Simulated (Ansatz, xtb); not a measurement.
# BH3P2: which of two conformers lies lower

Structure X: `B1PP1`, a singlet. Structure Y: `B1PP1`, a singlet. Both are isolated molecules in the gas phase, relaxed with PBE-D3(BJ)/def2-SVP.

X (Å):

```xyz
6

B    -1.1817    0.2471   -0.9053
P     0.2708   -0.5541    0.0208
P    -0.9600    1.2682    0.6814
H    -1.8483    0.1598   -1.9068
H     1.2232    0.2685   -0.6901
H    -1.9159    0.4448    1.3864
```

Y (Å):

```
atom    x (Å)    y (Å)    z (Å)
   B  -0.1684   0.0563  -0.8221
   P  -1.6906  -0.7971  -0.1035
   P  -1.5475   1.3416  -0.9102
   H   1.0296  -0.0557  -0.9065
   H  -1.1122  -0.7613   1.2229
   H  -0.9194   2.1201   0.1359
```

Task: Estimate E(Y) − E(X) at the level CCSD(T)/def2-TZVPP.

Result: Too close to call at this level: CCSD(T)/def2-TZVPP gives E(Y) − E(X) = +0.007 eV.

The same difference at several levels:

```
              level             geometry  E(Y) − E(X) (eV)  departure from the last row (eV)  job, with rough time for the two
PBE-D3(BJ)/def2-SVP  PBE-D3(BJ)/def2-SVP              +0.003                            −0.004                optimisation, 14 s
      HF/def2-TZVPP  PBE-D3(BJ)/def2-SVP              +0.031                            +0.025           part of the CCSD(T) run
     MP2/def2-TZVPP  PBE-D3(BJ)/def2-SVP              −0.004                            −0.011           part of the CCSD(T) run
 CCSD(T)/def2-TZVPP  PBE-D3(BJ)/def2-SVP              +0.007                                                  single point, 49 s
```

The largest departure from CCSD(T)/def2-TZVPP is that of HF/def2-TZVPP, 0.025 eV. Levels run at GFN2-xTB geometries aren't shown.

With harmonic frequencies from PBE-D3(BJ)/def2-SVP (ideal gas, rigid rotor, one conformer each, 298.15 K, 1 atm): the zero-point term adds +0.003 eV; ΔH is +0.005 and ΔG −0.004 eV.

The correlated steps freeze 11 core orbitals. Mirror images aren't counted in ΔG. Programs: Ansatz 0.2.0; the last row on 1 thread of Arm Neoverse V2 on a shared host.
